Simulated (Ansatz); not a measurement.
Ansatz (a program for electronic structure) input (CCSD(T)/6-31G):

Ansatz 0.2 input:
```yaml
crystal:
  periodic: [false, false, false]
  atoms:
    - {symbol: N, position_ang: [0.00050850, 0.05505915, 0.21829074]}
    - {symbol: C, position_ang: [0.00176132, 1.42665324, 0.07760598]}
    - {symbol: C, position_ang: [1.21886028, -0.65170039, -0.11593847]}
    - {symbol: C, position_ang: [-1.22078552, -0.64895999, -0.11094661]}
    - {symbol: H, position_ang: [0.93451484, 1.93798604, 0.26489020]}
    - {symbol: H, position_ang: [-0.92906689, 1.94007936, 0.26870335]}
    - {symbol: H, position_ang: [1.36171805, -0.73955939, -1.20323368]}
    - {symbol: H, position_ang: [1.19291628, -1.65514888, 0.31148623]}
    - {symbol: H, position_ang: [2.07484105, -0.12021475, 0.29928959]}
    - {symbol: H, position_ang: [-1.36828861, -0.73649284, -1.19764770]}
    - {symbol: H, position_ang: [-2.07386374, -0.11555460, 0.30777843]}
    - {symbol: H, position_ang: [-1.19534696, -1.65246620, 0.31637296]}
basis:
  gaussian:
    orbitals: 6-31G
magnetization: {spin_polarized: true, initial_magnetization: 1}
correlation: {method: ccsd_t, electrons: outside_noble_gas}
```

Output:

```
Functional definition: HF
integrals: 0.05 GiB planned
769 factors; integrals over basis functions are off by at most 2.5e-4 eV
mean field: 0.15 GiB planned
mean field evaluation 1: about -4694.0167 eV, gradient 1.6e1 eV
mean field evaluation 2: about -4694.0170 eV, gradient 1.6e1 eV
mean field evaluation 4: about -4695.7802 eV, gradient 1.9e0 eV
mean field evaluation 8: about -4695.8467 eV, gradient 8.1e-2 eV
mean field evaluation 16: about -4695.6151 eV, gradient 4.4e0 eV
mean field evaluation 32: about -4695.8465 eV, gradient 2.0e-5 eV
mean field -4695.84650725 eV, -172.5691761823 hartree, gradient 2.3e-6 eV, S^2 0.760592; 1 other end points of the search recorded, 0 dependent functions left out
4 core orbitals not correlated
reference -4695.84650725 eV, -172.5691761823 hartree; 13, 12 occupied and 35, 36 virtual orbitals, 769 factors
second order -9.94857708 eV of doubles, -0.00000000 eV of singles
coupled cluster: 0.24 GiB planned
cycle   1  -10.75290332 eV  change   -8.0e-1 eV  update   8.3e-2
cycle   2  -11.19383574 eV  change   -4.4e-1 eV  update   3.1e-2
cycle   3  -11.27746178 eV  change   -8.4e-2 eV  update   1.4e-2
cycle   4  -11.27794733 eV  change   -4.9e-4 eV  update   6.3e-3
cycle   5  -11.27680748 eV  change    1.1e-3 eV  update   2.4e-3
cycle   6  -11.27611296 eV  change    6.9e-4 eV  update   7.9e-4
cycle   7  -11.27585803 eV  change    2.5e-4 eV  update   2.5e-4
cycle   8  -11.27587295 eV  change   -1.5e-5 eV  update   8.8e-5
cycle   9  -11.27586449 eV  change    8.5e-6 eV  update   3.3e-5
cycle  10  -11.27587081 eV  change   -6.3e-6 eV  update   1.0e-5
perturbative correction -0.25102654 eV, -0.0092250552 hartree
Total energy: -4707.37340459 eV, -172.9927818465 hartree
```

It need not be the lowest isomer of its formula.
